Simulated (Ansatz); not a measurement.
# PH (triplet): from Hartree-Fock to the top rungs at distance P1–H2 = 1.428 Å, aug-cc-pVDZ

Aim: climb from Hartree-Fock through coupled cluster and multireference methods for PH (triplet) at one geometry and basis, and see what each rung misses.

Method: aug-cc-pVDZ, core rule «outside noble gas», up to 5 orbitals frozen; program: Ansatz 0.2.0, Gaussian basis.

The runs, in order: UHF; CCSD(T) on ROHF; CCSD(T) on UHF; BCCD(T) on ROHF; CISD; CCSDT(Q) on ROHF; CCSDT(Q) on UHF; CASSCF and MRCISD+Q, 4 electrons in 4 orbitals; CASSCF and NEVPT2, 4 electrons in 4 orbitals; CASSCF and MRCISD+Q, 6 electrons in 5 orbitals; CASSCF and NEVPT4(SD), 6 electrons in 5 orbitals; CASSCF and NEVPT2, 6 electrons in 5 orbitals; Full CI.

19 further runs of the same task are left out: 1 for a known fault of the program, 16 that didn't finish, 2 set aside as unsound or not needed.

## (1) What is computed

The geometry derives from a PBE0/def2-TZVP stationary point (not a proven minimum). One bond is set to the value named and the two fragments are kept rigid.

2 atoms, charge 0, spin multiplicity 3.

Atoms are counted from 1 here; the program's logs count them from 0.

Bond lengths: P1–H2 1.428 Å.

## (2) UHF

Contents of in.yaml:

```yaml
crystal:
  periodic: [false, false, false]
  atoms:
    - {symbol: P, position_ang: [0.000000, 0.000000, 0.000000]}
    - {symbol: H, position_ang: [0.000000, 0.000000, 1.428200]}
basis:
  gaussian: {orbitals: aug-cc-pVDZ}
magnetization: {spin_polarized: true, initial_magnetization: 2}
hamiltonian: {xc: hf}
output: {orbitals: {seedname: orbitals}}
```

Started as:

```
ansatz run in.yaml --threads 1 --pin off --events-out ev --progress --plain --max-ram 2393MiB
```

Further steps of the session: CCSD(T) on ROHF; CCSD(T) on UHF; BCCD(T) on ROHF; CISD; CCSDT(Q) on ROHF; CCSDT(Q) on UHF; CASSCF and MRCISD+Q, 4 electrons in 4 orbitals; CASSCF and NEVPT2, 4 electrons in 4 orbitals; CASSCF and MRCISD+Q, 6 electrons in 5 orbitals; CASSCF and NEVPT4(SD), 6 electrons in 5 orbitals; CASSCF and NEVPT2, 6 electrons in 5 orbitals; Full CI.

**Question.** What will the summary of the whole plan be? Wanted: FCI below the RHF energy; RMP2 from FCI; UMP2 from FCI; RCCSD from FCI; RCCSD(T) from FCI; UCCSD(T) from FCI; RCCSDT(Q) from FCI; UCCSDT(Q) from FCI; NEVPT2 pair from FCI.

As calculated:

```
                         quantity                                                                                               value
         FCI below the RHF energy                                                                                          -3.2623 eV
                    RMP2 from FCI                                                                                          +708.2 meV
                    UMP2 from FCI                                                                                          +734.8 meV
                   RCCSD from FCI                                                                                           +95.6 meV
                RCCSD(T) from FCI                                                                                           +21.0 meV
                UCCSD(T) from FCI                                                                                           +20.3 meV
               RCCSDT(Q) from FCI                                                                                            +0.5 meV
               UCCSDT(Q) from FCI                                                                                            +0.2 meV
             NEVPT2 pair from FCI                                                                                          +681.5 meV
           MRCISD+Q pair from FCI                                                                                           -26.3 meV
          NEVPT2 valence from FCI                                                                                          +667.6 meV
levels within 1 kcal/mol (43 meV)  RCCSD(T), UCCSD(T), BCCD(T), RCCSDT, UCCSDT, RCCSDT(Q), UCCSDT(Q), MRCISD+Q pair, MRCISD+Q valence
                    T1 diagnostic                                                                                               0.021
   effectively unpaired electrons                                                                                                2.04
```

What this shows: RCCSD(T) lands +21.0 meV from the yardstick (0.6 % of the correlation energy). MRCISD+Q pair, MRCISD+Q valence fall below full CI: the +Q correction isn't variational, and the cores differ from full CI's. One determinant dominates. Of the multireference levels listed MRCISD+Q valence comes nearest in total energy (-24.1 meV), which doesn't show that its space is the better one. These misses are within one basis, not against nature; the frozen cores of restricted and unrestricted runs differ, which can shift their rows.
